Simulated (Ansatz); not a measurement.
Basis-set extrapolation for C$_{4}$H$_{10}$N$_{2}$ (`C/N=C(\C)NC`) (PBE0-D4/def2-TZVP geometry, frozen core, Ansatz 0.2.0). Multiplicity 1, RHF reference.

|  | def2-TZVPP | def2-QZVPP |
| --- | --- | --- |
| HF | -266.278923 | -266.291721 |
| MP2 correlation | -1.101821 | -1.174083 |
| CCSD(T) correlation | -1.197970 | not run |

Energies in hartree. Use E(X) = E(∞) + A·exp(−7.88·√X) for Hartree–Fock and E(X) = E(∞) + B·X^(−2.97) for correlation, with X = 3 and 4, and add CCSD(T) minus MP2 of the smaller set to the MP2 limit.

Problem. What is the CCSD(T) energy at the basis-set limit?

Solution. HF limit: -266.291721 + (-0.012798) × 0.13774 = -266.29348. MP2 limit: -1.174083 + (-0.072262) × 0.74074 = -1.22761. Higher-order term: -1.197970 − (-1.101821) = -0.09615. Total: -267.61724 hartree, 368.5 kJ/mol below CCSD(T)/def2-TZVPP.
